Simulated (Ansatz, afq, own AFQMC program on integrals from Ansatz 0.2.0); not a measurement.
**AlSi2NH8, singlet: AFQMC among the cluster methods**

```xyz
12

Al   -0.9097    1.7242   -0.2600
N    -0.0708    0.1413   -0.0189
Si   -0.1491   -0.7080    1.5190
Si    0.8535   -0.6065   -1.3147
H    -0.8000    2.4156   -1.6816
H    -1.7105    2.3365    0.9627
H     1.2161   -0.8757    2.1096
H    -0.7368   -2.0738    1.3448
H    -0.9989    0.0715    2.4668
H     0.8393    0.2907   -2.5077
H     0.2729   -1.9331   -1.6940
H     2.2708   -0.8381   -0.8920
```

Basis def2-TZVP. Only valence electrons are correlated. Integrals, coupled cluster, full CI and functionals: Ansatz 0.2.0; the random walks run on the same integrals in our own AFQMC program. ph-AFQMC/CISD is guided by a CISD state made of CCSD amplitudes; releasing the constraint for a short imaginary time cuts its bias at the price of noise, slowly where states lie close. Error bars are statistical, one sigma.

Determinant: RHF, the one that the program's search chose, which needn't be the lowest solution. The geometry is a PBE0/def2-SVP stationary point of this or a neighbouring charge and spin state.

No full CI on the walks' own integrals is used here. The released AFQMC energy serves as the reference, which it does only where one determinant dominates, the energy is flat over the last release times and near the phaseless one (40 meV or 2 meV an electron, half that with transition metals). On small molecules, where full CI could be run and the noise was under 10 meV, such values lay within 10 meV of it in 19 cases of 20, a flattering rate, since the rule was set on those same cases; what remains of the bias isn't in the error bar.

Cautions: the released value is read at 0.90 1/Eh with a noise of 20 meV, more than in the cases checked (meV from the phaseless value at times in 1/Eh: -11 ± 14 at 0.21, 1 ± 14 at 0.42, -2 ± 13 at 0.63, -4 ± 20 at 0.90).

The T1 diagnostic is 0.0126, the weight of the determinant in the CISD state is 0.783 and the size of the correlated space is 24 electrons in 174 orbitals.

Reference: AFQMC with the constraint released, correlation energy -16.589 ± 0.020 eV.

```
        level  E − E(reference) (mEh)  share of correlation (%)
           HF           609.63 ± 0.73                      0.00
          MP2            85.66 ± 0.73                     85.95
         CCSD            22.96 ± 0.73                     96.23
      CCSD(T)             2.26 ± 0.73                     99.63
  ph-AFQMC/HF            -3.71 ± 1.64                    100.61
ph-AFQMC/CISD             0.16 ± 0.86                     99.97
```

Released energies are given only where the last usable release times agree within the noise; a slower fall can still hide under it.
